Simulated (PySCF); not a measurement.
# Al: electron affinity

Al⁻ [Ne] 3s2 3p2 (3P) → Al [Ne] 3s2 3p1 (2P), as a difference of total energies. All numbers are calculated (PySCF 2.14, the spin-free X2C one-electron Hamiltonian (Gaussian nucleus), in aug-cc-pVTZ-DK (6s5p3d2f, 50 functions)). Correlated levels: valence: [Ne] frozen. The calculations carry no spin-orbit coupling.

```csv
method,electron affinity (eV)
UHF,0.012
CCSD (valence),0.370
CCSD(T) (valence),0.419
CCSDT (valence),0.433
```

Q: Estimate what SCS-MP2 (valence) gives.

A: 0.258 eV, closest to CCSD (valence) among the rows shown.

Q: Estimate what MP2 (valence) gives.

A: 0.359 eV, closest to CCSD (valence) among the rows shown.

Errors of the correlated levels include the incompleteness of this basis and the frozen core.

For comparison: 0.433 eV (measured; photodetachment measurements, as compiled on the Wikipedia data page of electron affinities).
